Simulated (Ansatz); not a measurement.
# Relaxing LiSi₂

All numbers below come from DFT PBE, scalar-relativistic, plane waves, PAW in Ansatz 0.2.0. Cutoff 420 eV, Γ-centred k mesh, Gaussian smearing, no spin polarisation in the final step.

A relaxed cell is given with its space group left out.

```
CELL_PARAMETERS angstrom
1.61384 0.93175 5.79366
-1.61384 0.93175 5.79366
0.00000 -1.86350 5.79366
ATOMIC_POSITIONS crystal
Li 0.00000 0.00000 0.00000
Si 0.78863 0.78863 0.78863
Si 0.21137 0.21137 0.21137
```

Formation energies are uncorrected and refer to the elements' standard structures at the same level.

(1) What space group does it have?

(2) How far does it lie from the elements in energy?

(3) Is it a metal?

Results:

(1) R-3m (No. 166). Conventional cell: a = 3.228 Å, c = 17.381 Å. Around Li lie 6 Si at 2.82 Å, 6 Li at 3.23 Å and 2 Si at 3.67 Å; around Si lie 3 Si at 2.43 Å.

(2) 0.15 eV/atom.

(3) Yes, bands cross the Fermi level on the 18×18×18 mesh.

The final run used a 18×18×18 mesh on its 3-atom cell and 0.10 eV smearing. The k mesh leaves about 4 meV/atom of noise in metals. The cell came from a trial start, so LiSi₂ may not exist in this structure.

Cost: 7 runs of about 16 core-minutes in all, on Arm Neoverse V1 (shared hosts).